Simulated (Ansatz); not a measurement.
C₄H₅FO, SMILES `COC1=C(F)C1`, relaxed with RKS PBE-D4/def2-SVP in the Gaussian-basis code of Ansatz from a rough embedded geometry. The force threshold is 0.03 eV/Å; the program also tests the step.

Total charge 0; spin multiplicity 1.

Start:

```xyz
11

C     1.463   -0.662   -0.978
O     0.093   -0.324   -0.827
C    -0.134    0.194    0.425
C    -1.094   -0.121    1.220
F    -1.932   -1.191    0.829
C    -1.155    1.164    0.775
H     1.629   -1.104   -1.922
H     1.714   -1.426   -0.168
H     2.167    0.166   -0.813
H    -0.882    1.930    1.465
H    -1.869    1.374   -0.007
```

```
         step  energy (eV)  largest force (eV/Å)  largest move (Å)
            1   -8971.1960                 8.109             0.000
            2   -8972.1176                 3.390             0.194
            3   -8972.5758                 1.100             0.195
            4   -8972.7813                 0.999             0.186
            5   -8973.0072                 0.872             0.195
            6   -8973.1224                 0.695             0.199
            7   -8973.1778                 0.539             0.195
            8   -8973.2090                 0.412             0.184
            9   -8973.2157                 0.368             0.200
10 (rejected)   -8973.1629                 1.216             0.132
           11   -8973.2411                 0.111             0.064
12 (rejected)   -8973.2397                 0.102             0.098
           13   -8973.2437                 0.051             0.049
           14   -8973.2440                 0.022             0.030
```

End:

```xyz
11

C     1.517   -0.494   -0.936
O     0.215   -1.053   -0.750
C    -0.566   -0.400    0.111
C    -1.611   -0.310    0.889
F    -2.713   -0.830    1.411
C    -0.879    0.985    0.701
H     1.964   -1.016   -1.802
H     2.156   -0.658   -0.040
H     1.465    0.596   -1.147
H    -0.244    1.398    1.517
H    -1.305    1.782    0.045
```

It took 16 s on 4 threads of an Arm Neoverse V1 on a shared host, with 0.15 GiB of host memory at the peak.
